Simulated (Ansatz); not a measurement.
Results of PBE (PAW; Ansatz, an electronic-structure program) for corundum Cr2O3.

Settings: plane-wave cutoff 520 eV, 8×8×8 k mesh, Fermi–Dirac smearing 0.01 eV, spin-polarised with opposed moments, scalar-relativistic PAW data made under PBE.

Shape and atoms are relaxed at each volume.

Pressure at four volumes; x = ln(V/9.718 Å³). One pressure is withheld.

| V (Å³/atom) | x | P (GPa) |
|---|---|---|
| 9.329 | -0.0409 | 9.11 |
| 9.718 | 0.0000 | 0.00 |
| 9.912 | 0.0198 | -3.93 |
| 10.107 | 0.0392 | ? |

### Question
Pass a parabola P(x) through the three rows shown, estimate the bulk modulus and its pressure derivative near zero pressure, and predict the withheld pressure.

### Answer
Slopes between the rows: (0.00 − (9.11))/(0.0000 − (-0.0409)) = -222.74 and (-3.93 − (0.00))/(0.0198 − (0.0000)) = -198.48 GPa. Their difference over the span 0.0607 is c = 24.26/0.0607 = 399.7 GPa, so P(x) = 9.11 + (-222.74)(x − (-0.0409)) + 399.7 (x − (-0.0409))(x − (0.0000)). At the middle row B = −dP/dx = −[-222.74 + 399.7 × 0.0409] = 206.4 GPa, and B′ = dB/dP = 2c/B = 3.9. At x = 0.0392 the parabola gives -7.48 GPa; the run gives -7.47 GPa. The Birch–Murnaghan fit to the energies at all volumes has B0 = 206 GPa and B′ = 4.0.

Measured, for comparison: bulk modulus 234 GPa (temperature not stated, no zero-point or thermal correction, sources range from 206 to 245; as tabulated in Toher et al. (2017), arXiv:1611.05714). Computed less measured: bulk modulus -12 % (inside the range of the sources held).

Note: without U or exact exchange, gaps and moments of open d shells tend to come out too small.
